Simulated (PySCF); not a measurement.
chlorine (Cl2), SMILES ClCl.

Geometry: B3LYP-D3(BJ)/def2-TZVPD.

Calculation: TDA-M06-2X/def2-TZVPD run with PySCF 2.14.0.

Vertical excitations; the highest root listed may be one member of a degenerate set. The molecule is in vacuum. State labels are in the subgroup D2h.

**Question.** List the lowest excited states. (Estimate from the structure and the level; the computed values follow.)

**Answer.** 
```csv
state,symmetry,energy (eV),λ (nm),f,main pairs
S1,B3u,3.56,348,0.000,HOMO−1→LUMO (degenerate set)
S2,B2u,3.56,348,0.000,HOMO→LUMO (degenerate set)
S3,B2g,6.41,193,0.000,HOMO−2→LUMO (degenerate set)
S4,B3g,6.41,193,0.000,HOMO−3→LUMO (degenerate set)
S5,B2g,8.66,143,0.000,"HOMO−1→LUMO+5, HOMO−1→LUMO+4 (degenerate set)"
S6,B3g,8.66,143,0.000,"HOMO→LUMO+5, HOMO→LUMO+4 (degenerate set)"
S7,B3u,8.94,139,0.055,HOMO−1→LUMO+1 (degenerate set)
S8,B2u,8.94,139,0.055,HOMO→LUMO+1 (degenerate set)
S9,B1u,9.07,137,0.306,"HOMO−1→LUMO+3 40 %, HOMO→LUMO+2 40 %, HOMO−4→LUMO 17 %"
S10,Au,9.09,136,0.000,"HOMO→LUMO+3 49 %, HOMO−1→LUMO+2 49 %"
T1,B3u,2.81,441,0,HOMO−1→LUMO (degenerate set)
T2,B2u,2.81,441,0,HOMO→LUMO (degenerate set)
T3,B2g,5.63,220,0,HOMO−2→LUMO (degenerate set)
T4,B3g,5.63,220,0,HOMO−3→LUMO (degenerate set)
```
Triplets are in the Tamm–Dancoff approximation.
